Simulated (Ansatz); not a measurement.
How far each method lies from RCCSDT(Q) for CH3⁺, singlet

Geometry: that of the CH3, doublet, kept fixed.

```xyz
4

C     0.0000    0.0000    0.0000
H     1.0799    0.0140   -0.0003
H    -0.5521    0.9282   -0.0027
H    -0.5278   -0.9423    0.0031
```

Basis cc-pVTZ; Ansatz 0.2.0. Correlated methods freeze the noble-gas cores, which leaves 6 electrons in 71 orbitals. R marks a restricted (for open shells ROHF) determinant. Active spaces: valence = (6e, 7o) chosen from the atoms' valence shells.

Full CI isn't at hand for all of this; RCCSDT(Q) serves as the reference, and is uncertain by the last step of the cluster series or more.

* UHF ⟨S²⟩: 0.000
* T1 diagnostic (RCCSD): 0.0049
* largest doubles amplitude (RCCSD): 0.055

```json
{"level": "RMP2", "E − E(RHF) (eV)": "-3.5842"}
{"level": "RCCSD", "E − E(RHF) (eV)": "-4.1756"}
{"level": "RCCSD(T)", "E − E(RHF) (eV)": "-4.2569"}
```

(1) Estimate how far RCCSDT(Q) in cc-pVTZ lies from RCCSD(T). The table doesn't fix it; the size of (T) and the diagnostics are the guide.

(1) RCCSDT(Q) in cc-pVTZ lies 1.2 kJ/mol below RCCSD(T), which is 15 % of the (T) step (-7.8 kJ/mol). The diagnostics are small and one determinant leads, so the series closes fast and only a small part of (T) is left.

The other levels:

```
                   level  E − E(RCCSDT(Q)) (kJ/mol)  share of correlation (%)  wall time
                 BCCD(T)                        1.2                     99.72      1.3 s
                  RCCSDT                        0.1                     99.96          –
  CASSCF (valence space)                      241.2                     41.44          –
  NEVPT2 (valence space)                       56.6                     86.27      2.4 s
  MRCISD (valence space)                        7.8                     98.11          –
MRCISD+Q (valence space)                        1.2                     99.71      4.8 s
```

The correlation energy at RCCSDT(Q), counted from RHF, is -4.269 eV. That run took 28 s on 1 thread of Arm Neoverse N1, shared host.

Times hold each run's SCF and search for its determinant on a shared host, so for small cases they say little of a method's own cost; they ran on 1 thread of Arm Neoverse N1.

Natural occupations of CASSCF (valence space) about the gap: 1.983 1.980 1.975 0.017 0.017 0.016 0.011; effectively unpaired electrons, Σ n²(2−n)², 0.01.
